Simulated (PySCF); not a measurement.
# How the functional moves excitation energies

Species: phosphorus tetramer, P₄.
InChI=1S/P4/c1-2-3(1)4(1)2

Linear-response calculations in the def2-SVPD basis (PySCF; singlets by full response, triplets Tamm–Dancoff, core orbitals frozen in the response; HF means time-dependent Hartree–Fock). 'Strongest' is the level of largest summed f among the singlets computed (10 roots, of which the last may lack a degenerate partner); it can jump between rows when another state enters that window. S1 is the lowest singlet of each run and needn't be the same state throughout; f(S1) is that of one state. Geometry: PBE0-D3(BJ)/def2-SVP; no solvent, vibrations or thermal averaging.

| run | S1 (eV) | f(S1) | strongest (eV) | T1 (eV) | HOMO (eV) | gap (eV) | ionisation energy, ΔSCF (eV) |
| --- | --- | --- | --- | --- | --- | --- | --- |
| 1 | 5.11 | 0.000 | 5.58 | 4.52 | -6.65 | 5.06 | 9.56 |
| 2 | 5.42 | 0.000 | 5.86 | 4.65 | -8.41 | 8.65 | 9.53 |
| 3 | 5.31 | 0.000 | 5.94 | 4.59 | -7.66 | 6.89 | not settled |
| 4 | 5.30 | 0.000 | 5.74 | 4.64 | -8.74 | 9.11 | 9.61 |
| 5 | 5.20 | 0.000 | 5.59 | 4.59 | -7.36 | 6.46 | 10.37 |
| 6 | 5.30 | 0.000 | 6.02 | 4.69 | -9.39 | 10.28 | 9.69 |
| 7 | 5.71 | 0.000 | 6.26 | 4.51 | -9.71 | 12.08 | not settled |
| 8 | 5.47 | 0.000 | 6.42 | 4.66 | -10.10 | 11.42 | 9.80 |

The runs used B3LYP, BHandHLYP, CAM-B3LYP, HF, LC-wPBE, PBE, PBE0 and wB97X-D. Which is which?

1 = PBE, 2 = BHandHLYP, 3 = PBE0, 4 = CAM-B3LYP, 5 = B3LYP, 6 = wB97X-D, 7 = HF, 8 = LC-wPBE. Among the levels with a fixed share of exact exchange, the HOMO sinks and the orbital gap widens as that share grows. S1 runs from 5.11 eV (LDA) to 5.71 eV (HF), a spread of 0.59 eV, while the orbital gap spreads over 7.0 eV. Along PBE (0%), B3LYP (20%), PBE0 (25%), BHandHLYP (50%), HF (100%) S1 rises with the share of exact exchange. −ε(HOMO) comes closest to its own ΔSCF ionisation energy with LC-wPBE (+0.30 eV) and misses most with B3LYP (-3.00 eV). 'Not settled' means that the ion's SCF failed to converge or may have ended in another state than the lowest.
